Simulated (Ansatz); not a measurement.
Two isomers of C3H6O2: A = `COCC=O`, B = `CC=C(O)O`.

Isolated molecules relaxed with PBE0-D4/def2-TZVP in Ansatz; ΔE leaves out vibrations. CCSD(T)/CBS is the MP2 limit (def2-TZVPP, def2-QZVPP) plus CCSD(T) − MP2 in def2-TZVPP, frozen cores. Functionals use def2-TZVPP. B3LYP here is the variant with VWN-RPA as its local correlation; programs differ in this. One conformer a species, not always the lowest.

A:

```xyz
11

C    -1.3616   -0.3342   -0.6039
O    -0.5485   -0.8302    0.4305
C     0.3880    0.1074    0.8705
C     1.5548    0.2601   -0.0798
O     2.3222    1.1798   -0.0555
H    -1.9402    0.5371   -0.2695
H    -0.7754   -0.0419   -1.4856
H    -2.0480   -1.1310   -0.8884
H    -0.0567    1.0945    1.0595
H     0.7955   -0.2586    1.8200
H     1.6699   -0.5830   -0.7978
```

B:

```xyz
11

C     0.4774    0.4783   -1.3623
C     0.7148    0.1307    0.0690
C    -0.2123   -0.3190    0.9116
O     0.0615   -0.6542    2.1845
O    -1.5252   -0.5188    0.6417
H     0.5231    1.5577   -1.5444
H     1.2258    0.0142   -2.0112
H    -0.4942    0.1340   -1.7344
H     1.7114    0.2464    0.4750
H    -0.7718   -0.8559    2.6218
H    -1.7105   -0.2132   -0.2513
```

(1) Which is lower in electronic energy at CCSD(T)/CBS, and by how much? (An estimate is asked.)

(2) Give E(B) − E(A) in kcal/mol with LDA (SPW92), ωB97M-V, CCSD/def2-TZVPP, B3LYP, B2PLYP, HF/def2-TZVPP, PBE-D4. (Estimate.)

(3) Does the order hold for the free energy at 298.15 K (harmonic terms from PBE0-D4)? (Estimate.)

Largest T1 diagnostic: 0.013.

Results:

(1) Computed: B, by 14.2 kcal/mol.

(2) Ansatz gave: LDA (SPW92) -21.1, ωB97M-V -14.1, CCSD/def2-TZVPP -12.3, B3LYP -12.6, B2PLYP -12.6, HF/def2-TZVPP -8.7, PBE-D4 -15.2. None reverses the order clearly.

(3) Computed: Yes: G(B) − G(A) = -14.2 kcal/mol, for one conformer each.

From BLYP to BHLYP (50 % exact exchange), in def2-TZVPP and without D4, E(B) − E(A) moves by −1.3 kcal/mol. In def2-TZVPP, CCSD(T) changes the Hartree–Fock value by −4.0 kcal/mol (the triples alone add −0.4 kcal/mol) and MP2 by −5.8 kcal/mol.
